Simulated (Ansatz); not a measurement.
```yaml
crystal:
  periodic: [false, false, false]
  atoms:
    - {symbol: B, position_ang: [0.000000, 0.000000, -0.530378]}
    - {symbol: S, position_ang: [0.000000, 0.000000, -2.202258]}
    - {symbol: C, position_ang: [0.000000, 0.000000, 0.837367]}
    - {symbol: H, position_ang: [0.000000, 0.000000, 1.895269]}
basis:
  gaussian: {orbitals: def2-TZVP}
hamiltonian: {xc: pbe0}
relax: {f_tol: 0.004, max_steps: 80}
```

```sh
$ ansatz run in.yaml --threads 1 --pin off --events-out ev --progress --plain --max-ram 2176MiB
```

Steps of the relaxation (energy above the last step; positions in Å, forces in eV/Å):

```
4
step 1, 23.0 meV
B     0.000    0.000   -0.530    0.000    0.000   -1.715
S     0.000    0.000   -2.202    0.000    0.000    0.740
C     0.000    0.000    0.837    0.000    0.000    0.478
H     0.000    0.000    1.895    0.000    0.000    0.497
```

```
4
step 2, 4.4 meV
B     0.000    0.000   -0.543    0.000    0.000   -0.757
S     0.000    0.000   -2.204    0.000    0.000    0.431
C     0.000    0.000    0.839    0.000    0.000    0.213
H     0.000    0.000    1.907    0.000    0.000    0.113
```

```
4
step 3, 0.0 meV
B     0.000    0.000   -0.551    0.000    0.000    0.009
S     0.000    0.000   -2.198    0.000    0.000   -0.046
C     0.000    0.000    0.839    0.000    0.000    0.038
H     0.000    0.000    1.909    0.000    0.000   -0.002
```

```
4
step 5, 0.0 meV
B     0.000    0.000   -0.551    0.000    0.000    0.000
S     0.000    0.000   -2.199    0.000    0.000    0.000
C     0.000    0.000    0.840    0.000    0.000    0.000
H     0.000    0.000    1.910    0.000    0.000    0.000
```

Close pairs at the end: C3–H4 1.070 Å, B1–C3 1.390 Å, B1–S2 1.648 Å.

A stationary point of restricted PBE0 after 5 steps (its stability towards spin polarisation wasn't tested); no frequencies were run, so it isn't proven a minimum. 14 s on 1 thread of Arm Neoverse V1, shared host.
